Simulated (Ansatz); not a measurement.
Results of LDA (Ansatz, an electronic-structure program, PAW) for fcc Al.

Settings: plane-wave cutoff 500 eV, 30×30×30 k mesh, Fermi–Dirac smearing 0.1 eV, scalar-relativistic PAW data made under PBE.

Computed at the level's own relaxed cell.

Estimate the volume per atom and equilibrium lattice constant a that the calculation returns.


volume per atom: 15.81 Å³/atom
equilibrium lattice constant a: 3.984 Å

Measured, for comparison: equilibrium volume per atom 16.22 Å³/atom, lattice constant a 4.018 Å (static lattice: zero-point anharmonic expansion removed; as tabulated in Mejia-Rodriguez and Trickey (2018), arXiv:1807.09216). Computed (rounded) less measured: equilibrium volume per atom -2.5 %, lattice constant a -0.8 %.
